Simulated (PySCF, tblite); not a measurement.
# 3,3,3-trifluoroprop-1-yne (C₃HF₃): infrared bands, NMR shifts and spin-spin couplings

Wanted: the infrared bands, NMR shifts and spin-spin couplings of 3,3,3-trifluoroprop-1-yne (C₃HF₃) (`C#CC(F)(F)F`), by calculation.

Computed with tblite 0.8.0 and PySCF 2.14.0, with density-fitted response routines of our own, on a single molecule in the gas phase. Atoms count from 0, in the outputs and in this text.

### 1 Starting geometry

7 atoms, charge 0, multiplicity 1; geometry from: GFN2-xTB.

Bonds of the start (Å): C0–C1 1.20, C1–C2 1.46, C2–F3 1.34, C2–F4 1.34, C2–F5 1.34, C0–H6 1.05.

### 2 Infrared spectrum with GFN2-xTB

Job settings and geometry (Å):

```
{"job": {"kind": "ir", "xc": "GFN2-xTB", "basis": "xTB"}, "charge": 0, "multiplicity": 1}
C      1.747063    -0.137624     0.013814
C      0.554807    -0.043446     0.001916
C     -0.898499     0.071844    -0.012932
F     -1.446711    -0.629482    -1.016353
F     -1.448937    -0.379198     1.123974
F     -1.298998     1.343351    -0.161843
H      2.794607    -0.220541     0.024346
```

**Question.** This job is followed by: GIAO PBE0/pcSseg-1 NMR shielding, non-relativistic, gas phase; B3LYP/pcJ-1 indirect spin-spin coupling, non-relativistic, gas phase. What will the session give for the following? strongest single infrared mode (GFN2-xTB); zero-point energy (GFN2-xTB); 13C shifts against TMS (PBE0/pcSseg-1); 1H shifts against TMS (PBE0/pcSseg-1); 19F shifts against CFCl3 (PBE0/pcSseg-1, means over atoms taken as alike); largest coupling of the table (B3LYP/pcJ-1).

**Answer**, as computed:

| quantity | value |
| --- | --- |
| strongest single infrared mode (GFN2-xTB) | 1043 cm⁻¹, 354 km/mol |
| zero-point energy (GFN2-xTB) | 19.7 kcal/mol |
| 13C shifts against TMS (PBE0/pcSseg-1) | 122.8, 84.2, 75.4 ppm |
| 1H shifts against TMS (PBE0/pcSseg-1) | 2.29 ppm |
| 19F shifts against CFCl3 (PBE0/pcSseg-1, means over atoms taken as alike) | -63.1 ppm |
| largest coupling of the table (B3LYP/pcJ-1) | 1J(C,F) C2–F3, -327.5 Hz |

No mode is imaginary among the 15: a minimum at this level. Unscaled tight-binding wavenumbers are off by several per cent, some by more. Its intensities can rank the bands wrongly. At PBE0/pcSseg-1: The widest tensor belongs to C1: span 282 ppm, with a paramagnetic part of -149 ppm. In the run at B3LYP/pcJ-1, the largest coupling of the table is C2–F3 (mean over like pairs), -327.5 Hz, of which the Fermi-contact term gives -301.3 Hz. Density functionals describe couplings to fluorine poorly, F–F couplings above all, so those rows are rough.
